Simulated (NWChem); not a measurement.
# Correlation energy of formic acid (CH2O2)

```
C
O 1 1.1959
O 1 1.3318 2 125.14
H 3 0.9717 1 107.03 2 0.00
H 1 1.1106 2 125.16 3 180.00
```
Charge 0, spin multiplicity 1.

Program: NWChem. All single points use one geometry, from PBE0/def2-SVP, a minimum by its harmonic frequencies. It is one conformer; others weren't searched.

Basis set: cc-pVDZ. Each correlation energy counts from its own Hartree-Fock reference.

The correlated methods keep 3 core orbitals frozen. Coupled-cluster values serve here as a point of comparison, not as the truth.

One of these methods gave a correlation energy of -527.6 mHa. Which?
A. CCSD
B. CR-CCSD[T]
C. SCS-MP2
D. CCSD+T(CCSD)

D, CCSD+T(CCSD). The others give -482.8 (SCS-MP2), -524.0 (CR-CCSD[T]), -511.1 (CCSD).
